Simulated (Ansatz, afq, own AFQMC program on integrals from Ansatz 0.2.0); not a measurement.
## CH3, doublet: a scan with AFQMC

```xyz
4

C     0.0000    0.0000    0.0000
H     1.0799    0.0140   -0.0003
H    -0.5521    0.9282   -0.0027
H    -0.5278   -0.9423    0.0031
```

The C1–H3 distance is changed with both sides rigid. Energies in eV count from this geometry (1.080 Å) at the same level; the start stands on UHF, each point on the determinant named.

Basis 6-31G. Noble-gas cores (and the filled d shells of Ga–Kr and In–Xe) are frozen. Ansatz 0.2.0 and our own AFQMC program on the same integrals; the CISD trial comes from CCSD amplitudes, and released means the phaseless constraint is let go. Uncertainties: one standard error, sampling alone.

Cautions, each for one point or more: strong correlation; the ph-AFQMC/CISD walk drifts between its halves; unrestricted determinant slightly spin contaminated; unrestricted determinant spin contaminated.

```
r(C1–H3) / Å  det.     T1  weight  ⟨S²⟩   CCSD  r2SCAN  CCSD(T)
       0.948   UHF  0.005    0.96  0.76  0.474   0.437    0.476
       1.201   UHF  0.007    0.95  0.77  0.178   0.206    0.175
       1.457   UHF  0.021    0.93  0.81  1.243   1.350    1.229
       2.030   UHF  0.079    0.77  1.49  3.519  3.873§    3.478
       2.891   UHF  0.011    0.95  1.74  4.444  4.878§    4.450
```

(1) Estimate the curve of full CI, counted from the same start.

Answers

(1) 
```tsv
r(C1–H3) / Å	det.	T1	weight	⟨S²⟩	FCI	ph-AFQMC/CISD	released AFQMC	CCSDT(Q)
0.948	UHF	0.005	0.96	0.76	0.477	0.480 ± 0.001	0.478 ± 0.0009	0.477
1.201	UHF	0.007	0.95	0.77	0.173	0.176 ± 0.002	0.173 ± 0.001	0.174
1.457	UHF	0.021	0.93	0.81	1.224	1.232 ± 0.002	1.225 ± 0.001	1.224
2.030	UHF	0.079	0.77	1.49	3.440	3.450 ± 0.003	3.443 ± 0.003	3.440
2.891	UHF	0.011	0.95	1.74	4.416	4.415 ± 0.002	4.414 ± 0.001	4.416
```

Weight is that of the determinant in the CISD state; at the start T1 is 0.006 and the weight 0.95, and ⟨S²⟩ is 0.76. § marks a functional whose ⟨S²⟩ is too high by over 0.1. Largest departures from full CI: CCSD(T) 0.037 eV at 2.030 (on UHF), ph-AFQMC/CISD 0.009 eV at 2.030 (on UHF), released AFQMC 0.002 eV at 2.030 (on UHF) (within the noise), CCSDT(Q) 0.000 eV at 2.030 (on UHF), CCSD 0.079 eV at 2.030 (on UHF), r2SCAN 0.126 eV at 1.457. Functionals count only at points shown to share the start's state and spin. In this small basis the wave-function levels are far from their limit, so their gap to the functionals isn't the functionals' error.

CCSDT and higher add their correlation energy to the determinant of the CCSD(T) run, since their own runs factorise the integrals more tightly (a shift of under 2 meV). A walk keeps the symmetry of its determinant, which the program's search chose and which needn't be the lowest solution, so a lower state of the same spin and another symmetry isn't excluded. Released energies are given only where the last usable release times agree within the noise; a slower fall can still hide under it.
